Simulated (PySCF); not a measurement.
Screening by computed properties: pick the candidate that meets the target.

Each SMILES stands for a single optimised conformer of the isolated species, non-relativistic unless stated. Electronic properties by PySCF.

The conformers computed, where there is a choice (atom-mapped SMILES and torsion angles):
- `[CH3:1][O:2][c:3]1[p:4][cH:5][n:6][cH:7][c:8]1[CH3:9]`: C1–O2–C3–P4 0°
- `[CH2+:1][c:2]1[cH:3][cH:4][cH:5][c:6]([O:7][CH:8]([F:9])[F:10])[cH:11]1`: C5–C6–O7–C8 0°, C6–O7–C8–F9 55°
- `[CH3:1][P@@H:2](=[O:3])[c:4]1[cH:5][cH:6][n:7][cH:8][cH:9]1`: C1–P2–C4–C5 64°
- `[CH3:1][O:2][C:3](=[O:4])[c:5]1[cH:6][n:7][n:8]([CH3:9])[cH:10]1`: C1–O2–C3–O4 0°, O2–C3–C5–C6 -1°
- `[CH3:1][C:2](=[S:3])[O:4][CH2:5][O:6][SiH3:7]`: C1–C2–O4–C5 -179°, C2–O4–C5–O6 179°, O4–C5–O6–Si7 0°

(1) Wanted: smallest rotational constant above 0.8 GHz (GFN2-xTB) and HOMO energy below -9 eV (PBE0/pcSseg-1), at GFN2-xTB geometries. Which candidate meets both?
A. `FC(Oc1cc(ccc1)[CH2+])F`
B. `COC(=O)C1=CN(C)N=C1`
C. `C[P@@H](=O)C1=CC=NC=C1`
D. `[O-][O+]=O`
E. `COC1=PC=NC=C1C`

(2) Wanted: HOMO–LUMO gap between 5 eV and 5.4 eV (PBE0/pcSseg-1) and dipole moment below 3 D (PBE0/pcSseg-1), at GFN2-xTB geometries. Which candidate meets both?
A. `O(C(=S)C)CO[SiH3]`
B. `[P@H](C)(=O)c1ccncc1`
C. `[O-][O+]=O`
D. `n1cc(C(=O)OC)cn1C`
E. `COc1pcncc1C`

Answers

(1) D. Computed values:
```csv
species,smallest rotational constant,HOMO energy
FC(Oc1cc(ccc1)[CH2+])F,0.513 GHz,-12.21 eV
COC(=O)C1=CN(C)N=C1,0.625 GHz,-7.43 eV
C[P@@H](=O)C1=CC=NC=C1,0.776 GHz,-7.65 eV
COC1=PC=NC=C1C,0.852 GHz,-6.96 eV
[O-][O+]=O,12.376 GHz,-9.50 eV
```

(2) A. Computed values:
```csv
species,HOMO–LUMO gap,dipole moment
[O-][O+]=O,4.72 eV,0.60 D
O(C(=S)C)CO[SiH3],5.25 eV,2.29 D
COc1pcncc1C,5.49 eV,2.75 D
[P@H](C)(=O)c1ccncc1,6.13 eV,3.45 D
n1cc(C(=O)OC)cn1C,6.84 eV,1.48 D
```
